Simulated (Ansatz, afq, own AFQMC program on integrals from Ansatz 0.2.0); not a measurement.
## Where AFQMC and coupled cluster stand for H$_{3}$S⁺, triplet

```xyz
4

S     0.0000   -0.0391    0.0082
H     0.0000    1.3184    0.0082
H     0.0000   -0.0375    1.2442
H     0.0000   -0.0372   -1.5120
```

Basis 6-31G. Noble-gas cores (and the filled d shells of Ga–Kr and In–Xe) are frozen. Integrals, coupled cluster, full CI and functionals: Ansatz 0.2.0; the random walks run on the same integrals in our own AFQMC program. The CISD trial takes its coefficients from CCSD amplitudes. Released means that phaseless walkers are propagated on without the constraint, phases kept. Uncertainties: one standard error, sampling alone.

Determinant: UHF, the one that the program's search chose, which needn't be the lowest solution. The geometry is a point of a scan.

Full CI on the same integrals is exact in this basis and with this determinant's frozen core.

Cautions: lower spins were not checked.

The T1 diagnostic is 0.0114 and the weight of the determinant in the CISD state is 0.955. The ⟨S²⟩ of the determinant is 2.019. The size of the correlated space is 8 electrons in 14 orbitals.

```json
{"level": "MP2", "correlation energy (eV)": "-1.3124"}
{"level": "CCSD", "correlation energy (eV)": "-1.8039"}
{"level": "CCSD(T)", "correlation energy (eV)": "-1.8201"}
```

**Question.** Estimate where AFQMC with the constraint released lies against CCSD(T) on the same integrals.

**Answer.** 4.9 ± 0.4 meV below CCSD(T).

Reference: full CI, correlation energy -1.826 eV. The released energy is read at 2.40 1/Eh (meV from the phaseless value at times in 1/Eh: -0.6 ± 0.3 at 0.24, -0.6 ± 0.3 at 0.51, -1.0 ± 0.3 at 0.99, -1.0 ± 0.3 at 1.62, -0.3 ± 0.4 at 2.40).

```json
{"level": "CCSD(T)", "E − E(reference) (meV)": "5.8", "share of correlation (%)": "99.68"}
{"level": "ph-AFQMC/CISD", "E − E(reference) (meV)": "1.3 ± 0.5", "share of correlation (%)": "99.93"}
{"level": "released AFQMC", "E − E(reference) (meV)": "1.0 ± 0.4", "share of correlation (%)": "99.95"}
```

A walk keeps the symmetry of its determinant, which the program's search chose and which needn't be the lowest solution, so a lower state of the same spin and another symmetry isn't excluded. Released energies are given only where the last usable release times agree within the noise; a slower fall can still hide under it.
